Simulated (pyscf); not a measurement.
PySCF, gas phase, ωB97X-D3(BJ)/def2-SVP geometries. Correlated levels are frozen-core, on RHF or UHF. ΔMP2 is the change of the MP2 total energy from the triple- to the quadruple-zeta basis.

Problem. What is the homolytic dissociation enthalpy (298 K, CCSD(T)/def2-TZVPP + ΔMP2(QZVPP)) of the Al–S bond of HS–Al(Cl)–Cl, to SH• + [Cl–Al–Cl]•?

Solution. Al–S to SH• + [Cl–Al–Cl]•: 93.7 kcal/mol. The radicals are drawn with the spin at the cut bond; how far it spreads was not checked. The CCSD(T) − MP2 part came from Ansatz, without density fitting, on the same reference. Left out: the spin-orbit lowering of SH.
